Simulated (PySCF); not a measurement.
How well do the runs reproduce experiment for C5H8?

**Measured values to compare with.**

From NIST CCCBDB Release 22 (SRD 101), experimental dipoles, for the gas: dipole moment 0.514 D.

How close the calculation comes is told at the end.

C5H8.
SMILES with atom numbers: `[CH2:1]=[C:2]1[CH2:3][CH2:4][CH2:5]1` (hydrogens: H6, H7 on C1; H8, H9 on C3; H10, H11 on C4; H12, H13 on C5)

Geometry (PBE0-D3(BJ)/def2-TZVP, Å), atoms numbered from 1 in this order:
```
atom  x, y, z in Å
C1     1.7413    0.1514   -0.9751
C2     0.6077    0.0357   -0.3058
C3    -0.1346    0.9324    0.6615
C4    -1.3114   -0.0744    0.6416
C5    -0.4704   -1.0247   -0.2465
H6     2.3676    1.0316   -0.8766
H7     2.0824   -0.6293   -1.6470
H8    -0.3592    1.9358    0.2928
H9     0.3555    1.0308    1.6336
H10   -2.2041    0.3089    0.1473
H11   -1.5996   -0.4768    1.6126
H12   -0.1553   -1.9429    0.2559
H13   -0.9125   -1.2986   -1.2071
```

Runs made with PySCF (gas phase, on this PBE0-D3(BJ)/def2-TZVP geometry; no spin–orbit coupling):

```json
{"level": "PBE0-D3(BJ)/def2-TZVP, grid level 2", "job": "geometry optimisation from a GFN2-xTB start shaken at random", "basis functions": "203"}
{"level": "PBE0/pcSseg-2", "job": "shieldings, ring-centre shieldings, charges and field gradients, density and orbital grids written", "basis functions": "292"}
{"level": "CAM-B3LYP/aug-cc-pVTZ", "job": "10 singlets by full TDDFT, 4 Tamm–Dancoff triplets, polarisability", "basis functions": "414"}
{"level": "PBE0/aug-cc-pVTZ", "job": "10 singlets by full TDDFT, 4 Tamm–Dancoff triplets, polarisability, dynamic polarisability, density and orbital grids written", "basis functions": "414"}
{"level": "wB97X-D/aug-cc-pVTZ", "job": "10 singlets by full TDDFT, 4 Tamm–Dancoff triplets, polarisability, ΔSCF ions", "basis functions": "414"}
```

Results beside the measurements:

**Dipole moment.** Measured: 0.514 D (NIST CCCBDB Release 22 (SRD 101), experimental dipoles).

| level | computed (D) | computed − measured (D) | % (from the printed values) |
| --- | --- | --- | --- |
| PBE0-D3(BJ)/def2-TZVP | 0.575 | +0.061 | +12 |
| PBE0/pcSseg-2 | 0.586 | +0.072 | +14 |
| CAM-B3LYP/aug-cc-pVTZ | 0.585 | +0.071 | +14 |
| PBE0/aug-cc-pVTZ | 0.580 | +0.066 | +13 |
| wB97X-D/aug-cc-pVTZ | 0.585 | +0.071 | +14 |

All 5 levels lie above the measurement. The computed dipoles belong to one fixed geometry; measured ones are averaged over vibrations unless marked μe. Magnitudes are compared, not signs.

No measured geometry was used, and the causes of the misses weren't examined.
